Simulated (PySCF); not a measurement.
C₄H₇S (charge -1).
Atom-mapped SMILES: `[CH3:1][C@@H:2]1[CH2:3][C@H:4]1[S-:5]`

Structure used (GFN2-xTB), in Å, numbered top down from 1:
```
atom  x, y, z in Å
C1     1.512   -0.127    0.011
C2     0.090   -0.046    0.513
C3    -1.012   -0.710   -0.268
C4    -0.940    0.795   -0.194
S5    -2.136    1.745    0.693
H6     1.977   -1.078    0.289
H7     2.114    0.681    0.429
H8     1.535   -0.042   -1.075
H9     0.002   -0.097    1.594
H10   -0.751   -1.204   -1.198
H11   -1.797   -1.205    0.286
H12   -0.592    1.287   -1.105
```

NICS = −σ at a ghost point: NICS(0) at the centroid of the ring atoms, NICS(1) 1 Å to either side along the normal of their mean plane, zz for the tensor component along that normal. Level: GIAO PBE0/pcSseg-1 (PySCF, non-relativistic, gas phase) on the GFN2-xTB geometry, one conformer.

Ring bond lengths (Å), with Mayer bond orders in brackets: C2–C3 1.505 (0.96), C3–C4 1.508 (0.90), C4–C2 1.506 (0.89).

Question: Give the NICS values of each ring in ppm.

Answer: 
```json
{"ring": "C2–C3–C4", "type": "3-membered carbocycle; formal bonds all single", "NICS(0)": "-44.1", "NICS(1), two faces": "-7.9 / -9.8", "NICS(1)zz, two faces": "-19.3 / -22.7", "rms pucker (Å)": "0.00", "centre to ring atoms, mean (Å)": "0.87"}
```

Question: What do they say, and how far can they be read as aromaticity?

Answer: 
- C2–C3–C4: mean NICS(1)zz -21.0 ppm, shielded. C2, C3, C4 have four or more neighbours; no verdict on aromaticity is drawn. A hydrogen on C4, outside the ring, lies only 1.41 Å from a NICS(1) probe, which then mostly feels that atom. The two faces differ by 3.4 ppm, so no symmetry operation interchanges them. NICS(0) lies 35 ppm below the mean NICS(1).

Question: At the first NICS(1) probe listed for ring C2–C3–C4, 1 Å off the ring, how large is the induced field along the normal in 7.05 T applied along it?

Answer: NICSzz × B0 = -19.3 ppm × 7.05 T = -136 μT, against the applied field.
